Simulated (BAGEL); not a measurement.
# CH7NSi (SMILES CN[SiH3]): HF/STO-3G (density fitting with qzvpp-jkfit)

What is the vertical singlet–triplet gap of CH7NSi at HF/STO-3G (density fitting with qzvpp-jkfit)? 

The calculation is run with BAGEL 1.2.2.

## (1) The molecule

CH7NSi: 10 atoms, total charge 0, spin state singlet. SMILES: `CN[SiH3]`. The coordinates come from a PBE0-D4/def2-TZVP relaxation.

Bond lengths: C1–N2 1.447 Å, N2–Si3 1.716 Å, C1–H4 1.094 Å, C1–H5 1.093 Å, C1–H6 1.098 Å, N2–H7 1.007 Å, Si3–H8 1.488 Å, Si3–H9 1.496 Å, Si3–H10 1.486 Å. Some angles: C1–N2–Si3 123.0°, C1–N2–H7 113.6°, Si3–N2–H7 117.6°, N2–C1–H4 110.9°, N2–C1–H5 109.5°, N2–C1–H6 113.8°, N2–Si3–H8 108.6°, N2–Si3–H9 115.3°, N2–Si3–H10 107.4°, H4–C1–H5 107.0°.

## (2) The energy at HF/STO-3G (density fitting with qzvpp-jkfit)

Contents of calc.json:

```json
{ "bagel": [

{
  "title": "molecule",
  "basis": "sto-3g",
  "df_basis": "qzvpp-jkfit",
  "angstrom": true,
  "geometry": [
    { "atom": "C", "xyz": [   -1.074200,    0.550900,   -0.686800 ] },
    { "atom": "N", "xyz": [    0.329000,    0.241400,   -0.516000 ] },
    { "atom": "Si", "xyz": [    0.929400,   -0.683100,    0.798800 ] },
    { "atom": "H", "xyz": [   -1.308100,    0.733100,   -1.739500 ] },
    { "atom": "H", "xyz": [   -1.677600,   -0.304000,   -0.369400 ] },
    { "atom": "H", "xyz": [   -1.409300,    1.422100,   -0.108200 ] },
    { "atom": "H", "xyz": [    0.946000,    0.922900,   -0.927500 ] },
    { "atom": "H", "xyz": [    0.210800,   -1.985700,    0.830700 ] },
    { "atom": "H", "xyz": [    0.753100,   -0.063800,    2.149000 ] },
    { "atom": "H", "xyz": [    2.383900,   -0.885000,    0.571800 ] }
  ]
},
{ "title": "hf" },
{ "title": "print", "file": "orbitals.molden", "orbitals": true }

]}
```

On the command line:

```console
BAGEL_NUM_THREADS=1 BAGEL calc.json > calc.out
```

The program printed:

```text
* using 1 threads per process

  ===============================================================
  ===============================================================

  *** Geometry ***

  { "atom" : "C", "xyz" : [     -2.029944,      1.041050,     -1.297864 ] },
  { "atom" : "N", "xyz" : [      0.621720,      0.456180,     -0.975099 ] },
  { "atom" : "Si", "xyz" : [      1.756311,     -1.290872,      1.509513 ] },
  { "atom" : "H", "xyz" : [     -2.471951,      1.385358,     -3.287179 ] },
  { "atom" : "H", "xyz" : [     -3.170205,     -0.574477,     -0.698065 ] },
  { "atom" : "H", "xyz" : [     -2.663191,      2.687380,     -0.204468 ] },
  { "atom" : "H", "xyz" : [      1.787681,      1.744028,     -1.752721 ] },
  { "atom" : "H", "xyz" : [      0.398354,     -3.752429,      1.569795 ] },
  { "atom" : "H", "xyz" : [      1.423153,     -0.120565,      4.061021 ] },
  { "atom" : "H", "xyz" : [      4.504918,     -1.672408,      1.080545 ] },

  Number of auxiliary basis functions:      406

  Since a DF basis is specified, we compute 2- and 3-index integrals:
    o Being stored without compression. Storage requirement is 0.002 GB

  Number of basis functions:       26
  Number of electrons      :       34

    * METHOD: MOLECULE                             0.10

  *** RHF ***

  === Nuclear Repulsion ===
   116.4910924344

      * DIIS with orbital gradients will be used.

  === RHF iteration (sto-3g) ===
      0       -380.79123037          0.01101215           0.01
      1       -380.81985079          0.00265951           0.01
      2       -380.82177255          0.00068736           0.01
      3       -380.82193829          0.00007218           0.01
      4       -380.82194135          0.00002331           0.01
      5       -380.82194171          0.00000319           0.01
      6       -380.82194171          0.00000076           0.01
      7       -380.82194171          0.00000023           0.01
      8       -380.82194171          0.00000004           0.01
      9       -380.82194171          0.00000001           0.01
     10       -380.82194171          0.00000000           0.01
    * SCF iteration converged.

    * Permanent dipole moment:
           (   -0.038485,    -0.226455,    -0.083134) a.u.

    * METHOD: HF                                   0.14

    * METHOD: PRINT                                0.00

  ===============================================================
```

Wall time 0.5 s (1 thread of Arm Neoverse V2, shared host); peak memory 0.081 GiB.

## (3) The triplet

Contents of job.json:

```json
{ "bagel" : [

{
  "title" : "molecule",
  "basis" : "sto-3g",
  "df_basis" : "qzvpp-jkfit",
  "angstrom" : true,
  "geometry" : [
    { "atom" : "C", "xyz" : [      -1.074200,       0.550900,      -0.686800 ] },
    { "atom" : "N", "xyz" : [       0.329000,       0.241400,      -0.516000 ] },
    { "atom" : "Si", "xyz" : [       0.929400,      -0.683100,       0.798800 ] },
    { "atom" : "H", "xyz" : [      -1.308100,       0.733100,      -1.739500 ] },
    { "atom" : "H", "xyz" : [      -1.677600,      -0.304000,      -0.369400 ] },
    { "atom" : "H", "xyz" : [      -1.409300,       1.422100,      -0.108200 ] },
    { "atom" : "H", "xyz" : [       0.946000,       0.922900,      -0.927500 ] },
    { "atom" : "H", "xyz" : [       0.210800,      -1.985700,       0.830700 ] },
    { "atom" : "H", "xyz" : [       0.753100,      -0.063800,       2.149000 ] },
    { "atom" : "H", "xyz" : [       2.383900,      -0.885000,       0.571800 ] }
  ]
},

{ "title" : "uhf", "charge" : 0, "nopen" : 2 },

{ "title" : "print", "file" : "orbitals.molden", "orbitals" : true }

]}
```

On the command line:

```console
BAGEL_NUM_THREADS=1 BAGEL job.json > job.out
```

The program printed:

```text
* using 1 threads per process

  ===============================================================
  ===============================================================

  *** Geometry ***

  { "atom" : "C", "xyz" : [     -2.029944,      1.041050,     -1.297864 ] },
  { "atom" : "N", "xyz" : [      0.621720,      0.456180,     -0.975099 ] },
  { "atom" : "Si", "xyz" : [      1.756311,     -1.290872,      1.509513 ] },
  { "atom" : "H", "xyz" : [     -2.471951,      1.385358,     -3.287179 ] },
  { "atom" : "H", "xyz" : [     -3.170205,     -0.574477,     -0.698065 ] },
  { "atom" : "H", "xyz" : [     -2.663191,      2.687380,     -0.204468 ] },
  { "atom" : "H", "xyz" : [      1.787681,      1.744028,     -1.752721 ] },
  { "atom" : "H", "xyz" : [      0.398354,     -3.752429,      1.569795 ] },
  { "atom" : "H", "xyz" : [      1.423153,     -0.120565,      4.061021 ] },
  { "atom" : "H", "xyz" : [      4.504918,     -1.672408,      1.080545 ] },

  Number of auxiliary basis functions:      406

  Since a DF basis is specified, we compute 2- and 3-index integrals:
    o Being stored without compression. Storage requirement is 0.002 GB

  Number of basis functions:       26
  Number of electrons      :       34

    * METHOD: MOLECULE                             0.10

  *** Open-shell HF ***

  === Nuclear Repulsion ===
   116.4910924344

      * DIIS with orbital gradients will be used.

  === UHF iteration (sto-3g) ===
      0       -380.40019574          0.01895972           0.02
      1       -380.46094434          0.00751872           0.02
      2       -380.47564095          0.00327930           0.02
      3       -380.48148060          0.00136642           0.02
      4       -380.48358189          0.00050285           0.02
      5       -380.48432695          0.00021872           0.02
      6       -380.48455632          0.00007879           0.02
      7       -380.48458982          0.00003575           0.02
      8       -380.48459507          0.00001421           0.02
      9       -380.48459539          0.00000383           0.02
     10       -380.48459540          0.00000162           0.02
     11       -380.48459542          0.00000102           0.02
     12       -380.48459542          0.00000048           0.02
     13       -380.48459542          0.00000030           0.02
     14       -380.48459542          0.00000018           0.02
     15       -380.48459542          0.00000008           0.02
     16       -380.48459542          0.00000003           0.02
     17       -380.48459542          0.00000001           0.02
     18       -380.48459542          0.00000001           0.02
    * SCF iteration converged.

    * S^2 (UHF) is 2.0056

    * Permanent dipole moment:
           (    0.529123,    -0.812188,     1.033984) a.u.

    * METHOD: UHF                                  0.38

    * METHOD: PRINT                                0.00

  ===============================================================
```

It took 0.7 s on 1 thread of Arm Neoverse V2, shared host; peak memory 0.081 GiB.

## (4) Summary of results

Level: HF/STO-3G (density fitting with qzvpp-jkfit).

```
                                        quantity          value
                           singlet: total energy  -380.82194 Eh
                          singlet: dipole moment         0.62 D
                            singlet: HOMO energy       -7.54 eV
                            singlet: LUMO energy       13.61 eV
                          singlet: HOMO–LUMO gap       21.16 eV
                           triplet: total energy  -380.48460 Eh
                          triplet: dipole moment         3.60 D
                                   triplet: ⟨S²⟩          2.006
vertical energy of the triplet above the singlet       9.180 eV
```

At this shape the triplet lies 9.18 eV (886 kJ/mol) above the singlet. In a minimal basis such a difference can be off by several eV, whatever the method.
